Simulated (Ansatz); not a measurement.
Coupled-cluster diagnostics for Mg₃H₅⁻, Ansatz.

Geometry of the singlet (r2SCAN-D4/def2-TZVPD):

Cartesian coordinates in Å:
```
Mg 1.458 -0.867 -0.200
Mg -1.355 0.531 0.895
Mg -0.673 0.199 -1.975
H -2.570 0.654 2.142
H 1.249 0.465 -1.410
H -0.980 1.583 -0.532
H 0.111 -0.569 1.013
H 2.761 -1.996 0.066
```

Correlated methods freeze 3 core orbitals; core or outer-core shells of Mg are correlated, in sets that lack core-valence functions. Another isomer (singlet) lies 0.43 eV lower at PBE0-D4/def2-TZVPD; other spin states weren't run for this one.

**Question.** Estimate the CCSD(T) correlation energy, the shares of MP2 and (T), T1 and the reference's ⟨S²⟩ for: charge -1, singlet, own geometry in def2-TZVPPD; and the rough time on 4 threads of Arm Neoverse V2 on a shared host.

**Answer.** 
```tsv
state	basis	correlation (eV)	MP2 share (%)	(T) share (%)	T1	⟨S²⟩ (pure)	wall time	remarks
charge -1, singlet, own geometry	def2-TZVPPD	-20.335	90.4	1.5	0.013	0.00 (0.00)	86 s	restricted SCF unstable
```
Customary marks for T1 are 0.02 (closed shells), 0.045 (open shells) and about 0.05 (3d metals). T1 stays under 0.02 throughout.
